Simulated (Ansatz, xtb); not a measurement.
H5OSi2+: which of two isomers lies lower

Structure a: `[SiH2+]O[SiH3]`, a singlet. Structure b: `O[SiH+][SiH3]`, a singlet. Both are isolated ions in the gas phase, relaxed with BLYP-D3(BJ)/def2-SVP; the shapes shown needn't be the lowest conformers.

a (Å):

```csv
atom,x (Å),y (Å),z (Å)
O,-2.5191,1.0221,1.6261
Si,-2.7690,0.9335,3.1842
Si,-2.4262,1.2156,-0.1348
H,-1.7237,0.2972,4.0226
H,-4.0285,1.4852,3.7435
H,-1.2020,2.0373,-0.3263
H,-2.3117,-0.1821,-0.6287
H,-3.6894,1.8995,-0.5186
```

b (Å):

```xyz
8

O    -3.1894    1.8233    3.1604
Si   -2.6517    0.6330    2.1911
Si   -2.2849    1.2507   -0.0867
H    -3.3898    1.7382    4.1186
H    -2.4646   -0.6873    2.8764
H    -0.8361    0.9472   -0.2831
H    -3.1960    0.3305   -0.8303
H    -2.6536    2.6926   -0.1214
```

Quicker runs give these differences E(b) − E(a): GFN2-xTB +37.4 kcal/mol; HF/STO-3G +10.6 kcal/mol (at GFN2-xTB geometries); r2SCAN-D4/def2-SVP +15.5 kcal/mol (at GFN2-xTB geometries).

Estimate E(b) − E(a) at the level CCSD(T)/def2-TZVP.

Calculated at CCSD(T)/def2-TZVP: E(b) − E(a) = +17.8 kcal/mol, so structure a lies lower.

How the difference moves with the method:

```csv
level,geometry,E(b) − E(a) (kcal/mol),departure from the last row (kcal/mol),"job, with rough time for the two"
GFN2-xTB,GFN2-xTB,+37.4,+19.6,"optimisation, 0.13 s"
HF/STO-3G,GFN2-xTB,+10.6,−7.2,"single point, 0.28 s"
r2SCAN-D4/def2-SVP,GFN2-xTB,+15.5,−2.3,"single point, 4.3 s"
BLYP-D3(BJ)/def2-SVP,BLYP-D3(BJ)/def2-SVP,+14.3,−3.6,"optimisation, 89 s"
HF/def2-TZVP,BLYP-D3(BJ)/def2-SVP,+23.0,+5.2,part of the CCSD(T) run
MP2/def2-TZVP,BLYP-D3(BJ)/def2-SVP,+20.2,+2.4,part of the CCSD(T) run
CCSD(T)/def2-TZVP,BLYP-D3(BJ)/def2-SVP,+17.8,,"single point, 37 s"
```

As drawn, b has 1 Si–Si, 1 O–H in place of 1 O–Si, 1 Si–H.

The levels shown agree on the order. The largest departure from CCSD(T)/def2-TZVP is that of GFN2-xTB, 19.6 kcal/mol.

With harmonic frequencies from BLYP-D3(BJ)/def2-SVP (ideal gas, rigid rotor, one conformer each, 400 K, 1 atm): on the last row, ΔE + ΔZPE = +18.5 kcal/mol. A mode under 50 cm⁻¹ makes harmonic enthalpies and free energies unreliable, so none is given.

The correlated steps freeze 11 core orbitals. Run with Ansatz 0.2.0, xtb 6.7.1; the last row on 1 thread of Arm Neoverse V2 on a shared host.
